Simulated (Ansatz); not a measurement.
**How far each method lies from full CI for SiH2, triplet**

Geometry: a point of a breathe scan, not a stationary point.

```xyz
3

Si    0.0000   -0.0647    0.0000
H     0.0000    0.9013   -1.6299
H     0.0000    0.9013    1.6299
```

Basis cc-pVDZ; Ansatz 0.2.0. Only valence electrons are correlated (noble-gas cores frozen), which leaves 6 electrons in 23 orbitals. Prefix R: restricted or restricted open-shell reference; prefix U: unrestricted. Active spaces: pair = (4e, 4o) about the gap; valence = (6e, 6o) chosen from the atoms' valence shells.

Full CI is exact within this basis and frozen core; it isn't the basis-set limit. The frozen core follows each run's orbitals, which can shift R against U totals by a few meV.

For open shells CISD and CISDTQ are restricted-active-space CI with the open shells as a complete middle space.

The UHF ⟨S²⟩ is 2.030, the T1 diagnostic (RCCSD) is 0.0289 and the largest doubles amplitude (RCCSD) is 0.089. The T1 diagnostic (UCCSD) is 0.0299.

```json
{"level": "RHF", "E − E(full CI) (meV)": "3060", "share of correlation (%)": "0.00", "wall time": "–"}
{"level": "UHF", "E − E(full CI) (meV)": "2956", "share of correlation (%)": "3.40", "wall time": "–"}
{"level": "RMP2", "E − E(full CI) (meV)": "894", "share of correlation (%)": "70.77", "wall time": "–"}
{"level": "UMP2", "E − E(full CI) (meV)": "920", "share of correlation (%)": "69.95", "wall time": "–"}
{"level": "CISD", "E − E(full CI) (meV)": "215", "share of correlation (%)": "92.96", "wall time": "0.45 s"}
{"level": "RCCSD", "E − E(full CI) (meV)": "129", "share of correlation (%)": "95.78", "wall time": "–"}
{"level": "UCCSD", "E − E(full CI) (meV)": "126", "share of correlation (%)": "95.89", "wall time": "–"}
{"level": "RCCSD(T)", "E − E(full CI) (meV)": "39", "share of correlation (%)": "98.74", "wall time": "0.39 s"}
{"level": "UCCSD(T)", "E − E(full CI) (meV)": "39", "share of correlation (%)": "98.72", "wall time": "0.45 s"}
{"level": "BCCD(T)", "E − E(full CI) (meV)": "38", "share of correlation (%)": "98.75", "wall time": "0.51 s"}
{"level": "RCCSDT", "E − E(full CI) (meV)": "3", "share of correlation (%)": "99.89", "wall time": "–"}
{"level": "UCCSDT", "E − E(full CI) (meV)": "3", "share of correlation (%)": "99.90", "wall time": "–"}
{"level": "CISDTQ", "E − E(full CI) (meV)": "3", "share of correlation (%)": "99.92", "wall time": "1.2 s"}
{"level": "RCCSDT(Q)", "E − E(full CI) (meV)": "1", "share of correlation (%)": "99.97", "wall time": "2.4 s"}
{"level": "UCCSDT(Q)", "E − E(full CI) (meV)": "0", "share of correlation (%)": "99.99", "wall time": "2.2 s"}
{"level": "CASSCF (valence space)", "E − E(full CI) (meV)": "1685", "share of correlation (%)": "44.93", "wall time": "–"}
{"level": "NEVPT2 (valence space)", "E − E(full CI) (meV)": "507", "share of correlation (%)": "83.42", "wall time": "0.27 s"}
{"level": "MRCISD (valence space)", "E − E(full CI) (meV)": "84", "share of correlation (%)": "97.24", "wall time": "–"}
{"level": "MRCISD+Q (valence space)", "E − E(full CI) (meV)": "15", "share of correlation (%)": "99.50", "wall time": "0.57 s"}
```

The correlation energy at full CI, counted from RHF, is -3.060 eV. That run took 2.5 s on 1 thread of Arm Neoverse V2, shared host over 781,936 determinants.

Run but not shown, since their state or frozen core can't be matched to the reference's or they repeat it: CASSCF (pair space), NEVPT2 (pair space), MRCISD (pair space), MRCISD+Q (pair space).

Times hold each run's SCF and search for its determinant on a shared host, so for small cases they say little of a method's own cost; they ran on 1 thread of Arm Neoverse V2.

The full-CI state has the irrep B1 of C2v, in the program's axes.

Natural occupations of full CI about the gap: 1.935 1.899 0.997 0.986 0.067 0.050 0.010 0.009 0.009 0.008; effectively unpaired electrons, Σ n²(2−n)², 2.08.
